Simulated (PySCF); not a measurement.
Geometries of 3 isomers of C3H5FO, from PBE0-D3(BJ)/def2-SVP geometry optimisation, gas phase (PySCF 2.14.0). One conformer each, no zero-point energy, no frequencies.

Question: Which isomer lies lowest at this level?
A.
```xyz
10
angstrom
O      0.276   -0.989   -1.433
C     -0.171   -0.745   -0.152
C     -0.863    0.560    0.168
C      0.527    0.305    0.647
F      1.534    0.939   -0.023
H      1.084   -0.474   -1.556
H     -0.513   -1.648    0.366
H     -1.680    0.584    0.894
H     -0.955    1.258   -0.670
H      0.759    0.180    1.709
```
B.
```xyz
10
angstrom
F     -1.016    1.702   -0.651
C     -0.013    1.090    0.037
C     -0.457   -0.182    0.755
C      0.467   -0.874   -0.252
O      0.843    0.390   -0.812
H      0.507    1.877    0.612
H     -0.161   -0.257    1.809
H     -1.530   -0.381    0.646
H      1.334   -1.402    0.177
H     -0.022   -1.529   -0.992
```
C.
```xyz
10
angstrom
F      1.949    0.264    0.844
C      1.199    0.148   -0.296
C     -0.233    0.495   -0.007
C     -1.203   -0.537    0.357
O     -1.169    0.013   -0.942
H      1.257   -0.885   -0.679
H      1.611    0.826   -1.063
H     -0.404    1.522    0.346
H     -0.873   -1.581    0.442
H     -2.075   -0.267    0.966
```

Answer: B. That is `C1C[C@H](F)O1`, 9.7 kcal/mol below the next.

```json
{"SMILES": "F[C@H]1CCO1", "atoms numbered as above": "[F:1][C@H:2]1[CH2:3][CH2:4][O:5]1", "E (Eh)": "-291.83025", "relative (kcal/mol)": "0.0", "relative (kJ/mol)": "0.0", "dipole (D)": "2.66"}
{"SMILES": "O[C@@H]1C[C@@H]1F", "atoms numbered as above": "[OH:1][C@@H:2]1[CH2:3][C@@H:4]1[F:5]", "E (Eh)": "-291.81487", "relative (kcal/mol)": "9.7", "relative (kJ/mol)": "40.4", "dipole (D)": "1.59"}
{"SMILES": "FC[C@@H]1CO1", "atoms numbered as above": "[F:1][CH2:2][C@@H:3]1[CH2:4][O:5]1", "E (Eh)": "-291.80832", "relative (kcal/mol)": "13.8", "relative (kJ/mol)": "57.6", "dipole (D)": "0.53"}
```

As drawn, the lowest has a four-membered ring, which the highest lacks; the highest has a three-membered ring, which the lowest lacks.
